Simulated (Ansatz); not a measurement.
A run of Ansatz (development build ahead of 0.2.0) on singlet C₂H₂ at this shape:

```xyz
4

H     0.0000    0.0000   -1.6765
C     0.0000    0.0000   -0.6135
C     0.0000    0.0000    0.6135
H     0.0000    0.0000    1.6765
```

Its results:

```json
{
 "Converged": "yes",
 "Reference energy (starting determinant)": "-76.84588 hartree",
 "Correlation energy": "-0.34126 hartree",
 "Total energy": "-77.18714 hartree"
}
```

(1) Which input gives this output? Name the method, the orbitals and the basis set, and write the input.

Answers

(1) RHF-BCCD(T) in cc-pVTZ. An unrestricted run that stays on the closed shell gives the same numbers.

```yaml
crystal:
  periodic: [false, false, false]
  atoms:
    - { symbol: H, position_ang: [0.0, 0.0, -1.67653] }
    - { symbol: C, position_ang: [0.0, 0.0, -0.61353] }
    - { symbol: C, position_ang: [0.0, 0.0, 0.61353] }
    - { symbol: H, position_ang: [0.0, 0.0, 1.67653] }
basis:
  gaussian: { orbitals: cc-pVTZ }
hamiltonian:
  xc: hf
correlation:
  method: bccd_t
  frozen_orbitals: { C: 1, H: 0 }
```
